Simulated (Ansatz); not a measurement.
The input, for Ansatz 0.2.0:

```yaml
crystal:
  periodic: [false, false, false]
  atoms:
    - {symbol: N, position_ang: [-1.125161, 0.013798, -0.027687]}
    - {symbol: H, position_ang: [-1.422441, 0.981632, -0.027687]}
    - {symbol: H, position_ang: [-1.422440, -0.388500, 0.852572]}
    - {symbol: H, position_ang: [-0.183161, 0.013798, -0.027687]}
    - {symbol: N, position_ang: [1.234839, 0.013798, -0.027687]}
    - {symbol: H, position_ang: [1.503921, -0.990428, -0.027687]}
basis:
  gaussian: {orbitals: cc-pVDZ}
magnetization: {spin_polarized: true, initial_magnetization: 2}
correlation: {method: ccsdt_q, electrons: outside_noble_gas}
```

```sh
$ ansatz run in.yaml --threads 1 --pin off --events-out ev --progress --plain --max-ram 2393MiB
```

Question: Roughly how long does this take on 1 thread of Intel Xeon 6975P-C, shared host, and how much host memory?

Answer: 78 s wall and 0.89 GiB.

```
901 factors; integrals over basis functions are off by at most 2.1e-7 eV
mean field evaluation 1: about -3021.2906 eV, gradient 2.1e1 eV
mean field evaluation 2: about -3021.3399 eV, gradient 2.1e1 eV
mean field evaluation 4: about -3023.5781 eV, gradient 2.7e0 eV
mean field evaluation 8: about -3023.6660 eV, gradient 1.7e-1 eV
mean field evaluation 16: about -3023.1024 eV, gradient 9.3e0 eV
mean field -3023.66663196 eV, -111.1176992098 hartree, gradient 2.7e-6 eV, S^2 2.016965; 0 other end points of the search recorded, 0 dependent functions left out
2 core orbitals not correlated: weight in the atoms' cores, before any rotation towards them, 1.000 or more for the frozen orbitals, at most 0.000 for the correlated occupied ones
reference -3023.66663196 eV, -111.1176992098 hartree; 8, 6 occupied and 38, 40 virtual orbitals, 901 factors
second order -8.13405262 eV of doubles, -0.00000000 eV of singles
cycle   1  -8.79476816 eV  change   -6.6e-1 eV  update   6.3e-2
cycle   2  -9.17175354 eV  change   -3.8e-1 eV  update   2.4e-2
cycle   3  -9.27923134 eV  change   -1.1e-1 eV  update   1.5e-2
cycle   4  -9.27028022 eV  change    9.0e-3 eV  update   6.4e-3
cycle   5  -9.26806488 eV  change    2.2e-3 eV  update   5.0e-3
cycle   6  -9.27236949 eV  change   -4.3e-3 eV  update   2.5e-3
cycle   7  -9.27312736 eV  change   -7.6e-4 eV  update   1.4e-3
cycle   8  -9.27313130 eV  change   -3.9e-6 eV  update   6.9e-4
cycle   9  -9.27326266 eV  change   -1.3e-4 eV  update   3.0e-4
cycle  10  -9.27307705 eV  change    1.9e-4 eV  update   1.6e-4
cycle  11  -9.27307007 eV  change    7.0e-6 eV  update   9.0e-5
cycle  12  -9.27312815 eV  change   -5.8e-5 eV  update   5.7e-5
cycle  13  -9.27316335 eV  change   -3.5e-5 eV  update   3.3e-5
cycle  14  -9.27319386 eV  change   -3.1e-5 eV  update   1.7e-5
cycle  15  -9.27319514 eV  change   -1.3e-6 eV  update   7.6e-6
cycle  16  -9.27319190 eV  change    3.2e-6 eV  update   3.9e-6
cycle  17  -9.27319195 eV  change   -5.4e-8 eV  update   2.1e-6
cycle  18  -9.27319331 eV  change   -1.4e-6 eV  update   1.3e-6
cycle  19  -9.27319413 eV  change   -8.2e-7 eV  update   6.9e-7
perturbative correction -0.01325806 eV, -0.0004872246 hartree
Total energy: -3032.95308415 eV, -111.4589700331 hartree
```
